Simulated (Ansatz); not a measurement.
# SiNH (singlet): PBE0, B3LYP over a scan of the distance Si1–N2, 6-31G

How well do these functionals follow the top wave-function level for SiNH (singlet) over a scan of the distance Si1–N2?

The runs use Ansatz 0.2.0, Gaussian basis; 6-31G, all electrons in the functionals.

Plan: PBE0, B3LYP, at 1.220 Å; 1.418 Å; 1.557 Å; 1.717 Å; 1.909 Å; 2.198 Å; 2.432 Å; 2.838 Å; 3.392 Å; 4.223 Å; 5.309 Å.

29 further runs of the same task are left out: 5 for a known fault of the program, 19 that didn't finish, 5 set aside as unsound or not needed.

## (1) The system

The geometry derives from a PBE0/def2-TZVP stationary point (not a proven minimum). One bond is set to the value named and the two fragments are kept rigid.

3 atoms, charge 0, spin multiplicity 1.

Atoms are counted from 1 here; the program's logs count them from 0.

Bond lengths: Si1–N2 1.557 Å, Si1–H3 1.487 Å. Angles: N2–Si1–H3 180.0°.

No dispersion term is added. B3LYP takes the VWN-RPA correlation.

The geometry shown and the zero of energy belong to the point 1.557 Å. The yardstick, FCI, and other wave-function levels (R restricted, U unrestricted, valence and pair active spaces) come from earlier runs.

## (2) PBE0, 1.220 Å

File in.yaml:

```yaml
crystal:
  periodic: [false, false, false]
  atoms:
    - {symbol: Si, position_ang: [0.000000, 0.000000, -0.089051]}
    - {symbol: N, position_ang: [0.000000, 0.000000, -1.309051]}
    - {symbol: H, position_ang: [0.000000, 0.000000, 1.398101]}
basis:
  gaussian: {orbitals: 6-31G}
hamiltonian: {xc: {name: PBE0}}
output: {forces: true, orbitals: {seedname: orbitals}}
```

Started as:

```bash
$ ansatz run in.yaml --threads 1 --pin off --events-out ev --progress --plain --max-ram 2393MiB
```

After this run come: PBE0, 1.418 Å; PBE0, 1.557 Å; PBE0, 1.717 Å; PBE0, 1.909 Å; PBE0, 2.198 Å; PBE0, 2.432 Å; PBE0, 2.838 Å; PBE0, 3.392 Å; PBE0, 4.223 Å; PBE0, 5.309 Å; B3LYP, 1.220 Å; B3LYP, 1.418 Å; B3LYP, 1.557 Å; B3LYP, 1.717 Å; B3LYP, 1.909 Å; B3LYP, 2.198 Å; B3LYP, 2.432 Å; B3LYP, 2.838 Å; B3LYP, 3.392 Å; B3LYP, 4.223 Å; B3LYP, 5.309 Å.

Q: Predict the results of all the runs planned. Wanted: span of the FCI curve; largest miss, PBE0; largest miss, B3LYP.

**Answer**, as computed:

| quantity | value |
| --- | --- |
| span of the FCI curve | 780.7 kJ/mol |
| largest miss, PBE0 | -57.2 kJ/mol (1.220 Å) |
| largest miss, B3LYP | +64.3 kJ/mol (2.838 Å) |

What this shows: Of the functionals, PBE0 keep the smallest largest miss at the points compared (at most 57.2 kJ/mol) and B3LYP strays most (64.3 kJ/mol, at 2.838 Å). PBE0, B3LYP clearly break the spin symmetry at some points (⟨S²⟩ up to 2.94 above the pure value), so energy there is bought with a mixed spin. Functionals and the yardstick converge differently with the basis, so part of each miss in 6-31G is the basis.
